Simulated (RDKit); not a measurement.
RDKit input (UFF):

```python
from rdkit import Chem
from rdkit.Chem import AllChem, rdDetermineBonds

mol = Chem.MolFromXYZFile('mol.xyz')
rdDetermineBonds.DetermineBonds(mol, charge=-1)
print('SMILES', Chem.MolToSmiles(Chem.RemoveHs(mol)))
ff = AllChem.UFFGetMoleculeForceField(mol)
e0 = ff.CalcEnergy()
flag = ff.Minimize(maxIts=5000, forceTol=1e-5)
print(f'energy {e0:.4f} -> {ff.CalcEnergy():.4f} kcal/mol, converged: {flag == 0}')
print(Chem.MolToXYZBlock(mol))
```
mol.xyz:
```
9

C      0.67688169     1.87909051     0.00456160
C      0.64867590     0.51480462    -0.00128429
C     -0.52064484    -0.34362682     0.00133677
C     -0.56703703    -1.69230207    -0.00434098
H     -0.38805236     2.22647996     0.01191488
H      1.59405509    -0.04915997    -0.00893608
H     -1.46966202     0.19639132     0.00890315
H      0.34230041    -2.28632637    -0.01192782
H     -1.50589545    -2.23518239    -0.00159280
```

### Question
Which steric energies does it print, before and after the minimisation?

### Answer
12.44 and 1.77 kcal/mol. They count from the force field's own zero for this bonding and are no heats of formation.
